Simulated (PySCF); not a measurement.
## Functional dependence of a UV spectrum

Nitrogen trifluoride, NF₃.
Numbering: `[F:1][N:2]([F:3])[F:4]`

Geometry (PBE0-D3(BJ)/def2-SVP, Å), atoms numbered from 1 in this order:
```
atom  x, y, z in Å
F1    -0.6262    1.0412   -0.1654
N2    -0.0009    0.0044    0.4353
F3    -0.5837   -1.0655   -0.1495
F4     1.2209    0.0248   -0.1434
```

Linear-response calculations in the def2-SVPD basis (PySCF; singlets by full response, triplets Tamm–Dancoff, core orbitals frozen in the response; HF means time-dependent Hartree–Fock). 'Strongest' is the level of largest summed f among the singlets computed (10 roots, of which the last may lack a degenerate partner); it can jump between rows when another state enters that window. S1 is the lowest singlet of each run and needn't be the same state throughout; f(S1) is that of one state. Isolated species at its PBE0-D3(BJ)/def2-SVP geometry, gas phase.

```
functional                               kind  S1 (eV)  f(S1)  strongest (eV)  T1 (eV)  HOMO (eV)  gap (eV)  ionisation energy, ΔSCF (eV)
      PBE0  global hybrid, 25% exact exchange     8.73  0.012            9.07     6.96     -10.25     10.97                         13.38
 BHandHLYP  global hybrid, 50% exact exchange     9.34  0.016           12.20     7.15     -12.20     14.17                         13.74
 CAM-B3LYP             range-separated hybrid     8.69  0.011           11.58     6.97     -11.86     13.63                         13.60
   LC-wPBE             range-separated hybrid     8.77  0.009            9.09     6.98     -13.14     16.28                         13.56
```

What does wB97X-D (range-separated hybrid) give?

S1 (eV) 8.78, f(S1) 0.011, strongest (eV) 9.12, T1 (eV) 7.14, HOMO (eV) -12.26, gap (eV) 14.89, ionisation energy, ΔSCF (eV) 13.48. S1 runs from 8.69 eV (CAM-B3LYP) to 9.34 eV (BHandHLYP), a spread of 0.65 eV, while the orbital gap spreads over 5.3 eV. −ε(HOMO) comes closest to its own ΔSCF ionisation energy with LC-wPBE (-0.42 eV) and misses most with PBE0 (-3.12 eV).
